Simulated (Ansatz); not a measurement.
# CH2: the cost of one run

The runs use Ansatz 0.2.0, Gaussian basis; the settings change from run to run.

14 further runs of the same task are left out: 9 that didn't finish, 5 set aside as unsound or not needed.

**1. The system**

The geometry derives from a PBE0/def2-TZVP stationary point (not a proven minimum). All distances are scaled together.

3 atoms, charge 0, spin multiplicity 1.

Atoms are counted from 1 here; the program's logs count them from 0.

Bond lengths: C1–H2 0.976 Å, C1–H3 0.976 Å. Angles: H2–C1–H3 101.6°.

As a file:

```tsv
atom	x (Å)	y (Å)	z (Å)
C1	0.0000	-0.0886	0.0000
H2	0.0000	0.5281	-0.7561
H3	0.0000	0.5281	0.7561
```

**2. CCSDT(Q)/B on RHF/cc-pVDZ**

File in.yaml:

```yaml
crystal:
  periodic: [false, false, false]
  atoms:
    - {symbol: C, position_ang: [0.000000, -0.088631, 0.000000]}
    - {symbol: H, position_ang: [0.000000, 0.528070, -0.756056]}
    - {symbol: H, position_ang: [0.000000, 0.528070, 0.756056]}
basis:
  gaussian: {orbitals: cc-pVDZ, point_charges: [{charge: -1.00, position_ang: [4.534, 0.683, 0.007]}]}
magnetization: {spin_polarized: false}
correlation: {method: ccsdt_q_b, electrons: all}
accuracy: high
output: {forces: true}
```

Command:

```sh
$ ansatz run in.yaml --threads 1 --pin off --events-out ev --progress --plain --max-ram 2393MiB
```

What time and memory should one allow on 1 thread of Arm Neoverse V2, shared host?

About 7 s, with a peak of 0.27 GiB.
